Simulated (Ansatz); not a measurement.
# C2H8N2: the cost of one run

All numbers below are computed with Ansatz 0.2.0 (RKS r2SCANh-D4/def2-SVP).

## 1. Starting point

Bond lengths: C1–N2 1.451 Å, N2–C3 1.451 Å, N2–N4 1.465 Å, C1–H5 1.090 Å, C1–H6 1.098 Å, C1–H7 1.088 Å, C3–H8 1.087 Å, C3–H9 1.089 Å, C3–H10 1.097 Å, N4–H11 1.019 Å, N4–H12 1.019 Å. Angles (14 of 18 angles, heavy atoms first): C1–N2–C3 111.1°, C1–N2–N4 108.0°, C3–N2–N4 107.9°, N2–C1–H5 108.9°, N2–C1–H6 112.6°, N2–C1–H7 108.4°, N2–C3–H8 108.4°, N2–C3–H9 108.8°, N2–C3–H10 112.6°, N2–N4–H11 105.9°, N2–N4–H12 105.8°, H5–C1–H6 108.8°, H5–C1–H7 108.7°, H6–C1–H7 109.3°.

Structure file:

```xyz
12

C    -0.5600    1.0355   -0.5884
N     0.2478   -0.1455   -0.3501
C     0.9520   -0.0510    0.9150
N    -0.6492   -1.3022   -0.2806
H    -1.0540    0.9367   -1.5548
H    -1.3232    1.1882    0.1859
H     0.0984    1.9011   -0.6199
H     1.6321    0.7961    0.8661
H     1.5340   -0.9597    1.0625
H     0.2733    0.0762    1.7679
H    -1.1074   -1.3558   -1.1887
H    -0.0439   -2.1194   -0.2150
```

## 2. Relaxing end A

Contents of input.yaml:

```yaml
crystal:
  periodic: [false, false, false]
  atoms:
    - { symbol: C, position_ang: [-0.55998, 1.03554, -0.58844] }
    - { symbol: "N", position_ang: [0.24779, -0.14553, -0.35012] }
    - { symbol: C, position_ang: [0.952, -0.05104, 0.91502] }
    - { symbol: "N", position_ang: [-0.64916, -1.30225, -0.28062] }
    - { symbol: H, position_ang: [-1.054, 0.9367, -1.55478] }
    - { symbol: H, position_ang: [-1.32321, 1.18819, 0.18589] }
    - { symbol: H, position_ang: [0.09844, 1.90106, -0.61987] }
    - { symbol: H, position_ang: [1.63213, 0.79612, 0.86612] }
    - { symbol: H, position_ang: [1.53397, -0.95973, 1.06252] }
    - { symbol: H, position_ang: [0.27333, 0.07616, 1.76792] }
    - { symbol: H, position_ang: [-1.10743, -1.35578, -1.18867] }
    - { symbol: H, position_ang: [-0.04387, -2.11944, -0.21495] }
basis:
  gaussian: { orbitals: def2-SVP }
hamiltonian:
  xc: r2scanh
  dispersion: d4
relax:
  f_tol: 0.015
  max_steps: 40
```

Command:

```
$ ansatz run input.yaml --threads 2 --pin off --max-ram 3072MiB --backend cpu --events-out ev --progress --plain --runs-dir out
```

Q: Estimate wall time and peak memory on 2 threads of Intel Xeon Platinum 8488C (Sapphire Rapids), shared host.

About 20 s, with a peak of 0.23 GiB.
